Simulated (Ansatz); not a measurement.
Geometry optimisation, Ansatz, UKS PBE0-D4/6-31G*.

Input:

```yaml
crystal:
  periodic: [false, false, false]
  atoms:
    - { symbol: C, position_ang: [-0.89305, -0.18812, -0.82891] }
    - { symbol: "N", position_ang: [-0.02664, -0.46959, 0.05379] }
    - { symbol: Al, position_ang: [1.36488, 0.03525, 1.03716] }
    - { symbol: H, position_ang: [-0.81888, -0.57653, -1.84644] }
    - { symbol: H, position_ang: [-1.79525, 0.38894, -0.61172] }
    - { symbol: H, position_ang: [2.16895, 0.81005, 2.19611] }
magnetization:
  spin_polarized: true
  initial_magnetization: 1
basis:
  gaussian: { orbitals: "6-31G*" }
hamiltonian:
  xc: pbe0
  dispersion: d4
relax:
  f_tol: 0.015
  max_steps: 40
```

Command:

```bash
$ ansatz run input.yaml --threads 1 --pin off --max-ram 2048MiB --backend cpu --events-out ev --progress --plain --runs-dir out
```

Question: Where does it end, and by what steps?

Answer: The forces met the threshold. After 11 steps the energy has fallen by 1.140 eV; H6 moved furthest, 0.83 Å.

```
step  energy less start (eV)  largest force component (eV/Å)  accepted
   0                  0.0000                           1.343       yes
   1                 -0.3823                           0.781       yes
   2                 -0.6045                           0.873       yes
   3                 -0.8580                           0.599       yes
   4                 -0.9959                           1.022       yes
   5                 -1.0901                           1.506       yes
   6                 -1.1161                           1.481       yes
   7                 -1.0833                           0.177        no
   8                 -1.0819                           1.009        no
   9                 -1.1383                           0.180       yes
  10                 -1.1396                           0.016       yes
  11                 -1.1397                           0.004       yes
```

```xyz
6
Properties=species:S:1:pos:R:3
C -0.863 -0.174 -0.760
N 0.147 0.114 -0.080
Al 1.621 0.608 0.746
H -0.912 -1.072 -1.397
H -1.774 0.446 -0.761
H 1.781 0.079 2.252
```

Whether the end is a true minimum wasn't checked by a vibrational analysis.

The run took 19 s on 1 thread of Intel(R) Xeon(R) 6975P-C (Granite Rapids) (shared host), peak memory 0.15 GiB.
